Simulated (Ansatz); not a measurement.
Write a Python script for the Ansatz DFT code, driven from Python that makes a composite energy at a relaxed geometry of H3S (charge +1), SMILES [SH3+]. Level of theory (for the species named): B3LYP, def2-SVP basis, multiplicity 1, D3BJ dispersion.

```yaml
atoms:
  - { symbol: S, position_ang: [0.0192, -0.0141, 0.4802] }
  - { symbol: H, position_ang: [-0.4829, 1.0958, -0.1090] }
  - { symbol: H, position_ang: [1.1769, -0.1270, -0.2112] }
  - { symbol: H, position_ang: [-0.7132, -0.9548, -0.1599] }
```

`composite_h3s.py`
```python
# -*- coding: utf-8 -*-
"""Relax H3S(+) cheaply, then refine its energy."""

import ansatz
from ase import Atoms
import numpy as np

atoms = Atoms(["S", "H", "H", "H"], positions=[
    (0.0192, -0.0141, 0.4802),
    (-0.4829, 1.0958, -0.109),
    (1.1769, -0.127, -0.2112),
    (-0.7132, -0.9548, -0.1599),
])
mol = ansatz.Crystal.molecule_from_ase(atoms)

calculation = (
    mol.calculation()
    .basis(gaussian="def2-SVP")
    .functional("b3lyp", dispersion="d3bj")
    .charge(1)
)
symbols = [site.symbol for site in mol.cartesian_sites]
start = np.array([site.position_ang for site in mol.cartesian_sites], dtype=float)
report = calculation.relax(force_tolerance=0.01).run(threads=1, pin="off").report
end = np.array(report["positions_ang"])
print("final positions (A) and the move of each atom")
for symbol, xyz, old in zip(symbols, end, start):
    print(f"{symbol:2s} {xyz[0]:10.5f} {xyz[1]:10.5f} {xyz[2]:10.5f}   {np.linalg.norm(xyz - old):7.4f}")

minimum = ansatz.Crystal.molecule()
for symbol, place in zip(symbols, end):
    minimum = minimum.atom(symbol, place.tolist())
at_minimum = minimum.calculation().charge(1)
# MP2 extrapolated to the basis limit, plus the small-basis difference CCSD(T) - MP2
level = lambda method, basis: at_minimum.basis(gaussian=basis).correlation(method).run(threads=1, pin="off").report
small, large, cluster = level("mp2", "cc-pVDZ"), level("mp2", "cc-pVTZ"), level("ccsd_t", "cc-pVDZ")
corr = lambda each: (each["free_energy_ev"] - each["reference_energy_ev"]) / 27.211386246
mp2_limit = (27 * corr(large) - 8 * corr(small)) / 19
pieces = {"HF / cc-pVTZ": large["reference_energy_ev"] / 27.211386246, "MP2 correlation, DZ-TZ limit": mp2_limit, "CCSD(T) - MP2 / cc-pVDZ": corr(cluster) - corr(small)}
for name, value in pieces.items():
    print(f"{name:32s} {value:14.6f} Ha")
print(f"{'sum':32s} {sum(pieces.values()):14.6f} Ha")
print("T1 diagnostic", round(cluster["correlation"]["coupled_cluster"]["t1_diagnostic"], 4))
```

```console
$ python composite_h3s.py
final positions (A) and the move of each atom
S     0.02159   -0.01585    0.54000    0.0599
H    -0.47148    1.06841   -0.13024    0.0365
H     1.14580   -0.12302   -0.22982    0.0365
H    -0.69591   -0.92964   -0.17983    0.0365
HF / cc-pVTZ                        -398.992854 Ha
MP2 correlation, DZ-TZ limit          -0.204743 Ha
CCSD(T) - MP2 / cc-pVDZ               -0.030241 Ha
sum                                 -399.227837 Ha
T1 diagnostic 0.0089
```

Reading the output:
- Total energies depend on the basis set; only differences at equal settings carry meaning.
- The sum leaves out core correlation, relativity, the Hartree-Fock basis error and zero-point energy; a DZ-TZ extrapolation is rough.
- b3lyp holds the VWN-RPA fit, as in Gaussian; the form of ORCA and Turbomole is b3lyp5.
- Inner cores stay frozen, so this is valence correlation.
- For Al to Cl the sets with a tight d function, cc-pV(X+d)Z, are usual.
- An extrapolation from small basis sets is rough.
- It ran for 2.8 s on 1 thread of Arm Neoverse V1, on a shared host, peak memory 0.17 GiB.
